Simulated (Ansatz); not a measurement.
# Zr (model structure, started from the beta-Sn type, I4₁/amd, No. 141, 2 atoms in the cell): properties by level of theory

| level (code) | lattice parameter a (Å) | c axis length (Å) |
|---|---|---|
| PBE (Ansatz) | ___ | 3.064 |
| PBEsol (Ansatz) | 5.459 | 3.023 |
| PBE-D3(BJ) (Ansatz) | 5.461 | 3.021 |
| r²SCAN (Ansatz) | 5.511 | 3.081 |

Task: Some entries are withheld; supply them.

Result: 
- PBE (Ansatz, an electronic-structure program), lattice parameter a (Å): 5.550

Ansatz's density-functional and Hartree–Fock values are scalar-relativistic unless marked +SOC, with PAW data made under PBE.

Computed values are for the static lattice.

A model structure was made by putting elements into a prototype or built by hand; it is no filed structure, need not be a known phase, and can be a saddle point held by its symmetry.
